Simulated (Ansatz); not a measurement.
C3H5Cl can be A, `C=CCCl`, or B, `C=C(C)Cl`.

Program: Ansatz. Geometries: PBE0-D4/def2-TZVP. ΔE: electronic, gas phase. CCSD(T)/CBS is the MP2 limit (def2-TZVPP, def2-QZVPP) plus CCSD(T) − MP2 in def2-TZVPP, frozen cores. DFT in def2-TZVPP. B3LYP here is the variant with VWN-RPA as its local correlation; programs differ in this. One conformer a species, not always the lowest.

Q: Which isomer does CCSD(T)/CBS put lower? Give the gap. (Estimate.)

A: Ansatz gave: B, by 15.4 kJ/mol.

Q: Give E(B) − E(A) in kJ/mol with HF/def2-TZVPP, r2SCAN-D4, B3LYP-D4, PBE-D4, B2PLYP, B3LYP, PBE0-D4. (Estimate.)

A: Computed: HF/def2-TZVPP -7.5, r2SCAN-D4 -21.8, B3LYP-D4 -16.7, PBE-D4 -21.1, B2PLYP -16.3, B3LYP -15.3, PBE0-D4 -19.4. None reverses the order clearly.

Q: Does the order hold for the free energy at 298.15 K (harmonic terms from PBE0-D4)? (Best estimate.)

A: Ansatz gave: Yes: G(B) − G(A) = -16.3 kJ/mol, for one conformer each.

Largest T1 diagnostic: 0.010.

Leaving LDA and LC-ωPBE aside and taking each functional with its dispersion term where it has one, the values, not all of them listed here, spread over 7.3 kJ/mol, from r2SCAN-D4 to BHLYP-D4. LDA lies −6.3 kJ/mol from PBE without D4. In def2-TZVPP, CCSD(T) changes the Hartree–Fock value by −8.4 kJ/mol (the triples alone add −1.5 kJ/mol) and MP2 by −12.1 kJ/mol.
